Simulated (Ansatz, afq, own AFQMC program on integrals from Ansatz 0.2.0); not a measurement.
# GeH3, doublet: AFQMC among the cluster methods

```xyz
4

Ge    0.0000    0.0000   -0.0211
H     1.6467    0.0190    0.5087
H    -0.8411    1.4175    0.5040
H    -0.8083   -1.4362    0.5045
```

Basis 6-31G. Only valence electrons are correlated. Integrals, coupled cluster, full CI and functionals: Ansatz 0.2.0; the random walks run on the same integrals in our own AFQMC program. The CISD trial takes its coefficients from CCSD amplitudes. Released means that phaseless walkers are propagated on without the constraint, phases kept. ± is one standard error of the sampling. No spin–orbit coupling.

Determinant: UHF, the one that the program's search chose, which needn't be the lowest solution. The geometry is a point of a scan.

Full CI on the same integrals is exact in this basis and with this determinant's frozen core.

Cautions: no relativity below Rb; no spin-orbit coupling; inner d shell frozen.

* T1 diagnostic: 0.0107
* weight of the determinant in the CISD state: 0.929
* ⟨S²⟩ of the determinant: 0.752
* size of the correlated space: 7 electrons in 21 orbitals

```json
{"level": "MP2", "correlation energy (eV)": "-1.4830"}
{"level": "CCSD", "correlation energy (eV)": "-2.1440"}
{"level": "CCSD(T)", "correlation energy (eV)": "-2.1791"}
```

Estimate where full CI lies against CCSD(T) on the same integrals.

0.38 kcal/mol below CCSD(T).

Reference: full CI, correlation energy -2.196 eV. The released energy is read at 2.40 1/Eh (meV from the phaseless value at times in 1/Eh: -0.6 ± 1.3 at 0.24, -1.6 ± 1.1 at 0.51, -0.6 ± 0.9 at 0.99, -2.3 ± 0.6 at 1.62, -2.8 ± 0.6 at 2.40).

| level | E − E(reference) (kcal/mol) | share of correlation (%) |
| --- | --- | --- |
| CCSD(T) | 0.38 | 99.24 |
| ph-AFQMC/CISD | 0.06 ± 0.03 | 99.88 |
| released AFQMC | 0.00 ± 0.01 | 100.01 |

A walk keeps the symmetry of its determinant, which the program's search chose and which needn't be the lowest solution, so a lower state of the same spin and another symmetry isn't excluded. Released energies are given only where the last usable release times agree within the noise; a slower fall can still hide under it.
